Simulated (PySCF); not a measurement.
## Grey tin (α-Sn)

The numbers are results of MP2 (GTH pseudopotentials, Gaussian basis; PySCF), not measurements.

Cell (relaxed at this level):

```cif
data_Sn8
_chemical_formula_sum 'Sn8'
_space_group_name_H-M_alt 'Fd-3m :1'
_space_group_IT_number 227
_space_group_name_Hall 'F 4d 2 3 -1d'
_cell_length_a 6.44408
_cell_length_b 6.44408
_cell_length_c 6.44408
_cell_angle_alpha 90.000
_cell_angle_beta 90.000
_cell_angle_gamma 90.000
loop_
_atom_site_label
_atom_site_type_symbol
_atom_site_symmetry_multiplicity
_atom_site_Wyckoff_symbol
_atom_site_fract_x
_atom_site_fract_y
_atom_site_fract_z
_atom_site_occupancy
Sn1 Sn 8 b 0.50000 0.50000 0.50000 1
```
(The calculation used a cell of 2 atoms; values per cell refer to that cell.)

* **bulk modulus B0**: 47.3 GPa ± 1
* **cohesive energy**: 3.71 eV/atom ± 0.1
* **pressure derivative B′ of the bulk modulus**: 5.1

Measured, for comparison: bulk modulus 42.8 GPa (0 K value with the zero-point phonon effect removed; as tabulated in Mejia-Rodriguez and Trickey (2018), arXiv:1807.09216); cohesive energy 3.16 eV/atom (static lattice: zero-point vibration energy added; as tabulated in Mejia-Rodriguez and Trickey (2018), arXiv:1807.09216). Computed (rounded) less measured: bulk modulus +11 %, cohesive energy +0.55 eV/atom.

A ± is a rough bar: the spread of an extrapolation, a floor set from checks against published values, or a statistical error.

Spin–orbit coupling is not included.
